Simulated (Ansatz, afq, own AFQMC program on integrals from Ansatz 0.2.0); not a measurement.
## Where AFQMC and coupled cluster stand for HBr, singlet

```xyz
2

Br    0.0000    0.0000    0.0000
H     0.0000    0.0000    1.4206
```

Basis cc-pVDZ. Noble-gas cores (and the filled d shells of Ga–Kr and In–Xe) are frozen. AFQMC by an in-house program on the Cholesky factors that Ansatz 0.2.0 writes for its CCSD(T) run. The CISD trial takes its coefficients from CCSD amplitudes. Released means that phaseless walkers are propagated on without the constraint, phases kept. ± is one standard error of the sampling. No spin–orbit coupling.

Determinant: RHF, the one that the program's search chose, which needn't be the lowest solution. The geometry is a PBE0/def2-TZVP stationary point of this or a neighbouring charge and spin state.

Full CI on the same integrals is exact in this basis and with this determinant's frozen core.

Cautions: no relativity below Rb; no spin-orbit coupling; inner d shell frozen; the released energies move by 1.5 errors or more from one time to the next, so no released level is given (meV from the phaseless value at times in 1/Eh: 3 ± 3 at 0.24, 4 ± 3 at 0.51, 3.2 ± 2.1 at 0.99, 7.0 ± 2.2 at 1.62, 0.1 ± 1.9 at 2.40), though the last usable value meets full CI within the noise.

The T1 diagnostic is 0.0052 and the weight of the determinant in the CISD state is 0.936. The size of the correlated space is 8 electrons in 18 orbitals.

Reference: full CI, correlation energy -3.903 eV.

```csv
level,E − E(reference) (kJ/mol),share of correlation (%)
HF,376.6,0.00
MP2,47.0,87.52
CCSD,6.5,98.26
CCSD(T),1.2,99.68
CCSDT,0.6,99.83
CCSDT(Q),0.1,99.98
CCSDTQ,0.0,99.99
ph-AFQMC/HF,-1.0 ± 2.2,100.25
ph-AFQMC/CISD,-0.2 ± 0.3,100.06
```

CCSDT and higher add their correlation energy to the determinant of the CCSD(T) run, since their own runs factorise the integrals more tightly (a shift of under 2 meV). A walk keeps the symmetry of its determinant, which the program's search chose and which needn't be the lowest solution, so a lower state of the same spin and another symmetry isn't excluded.
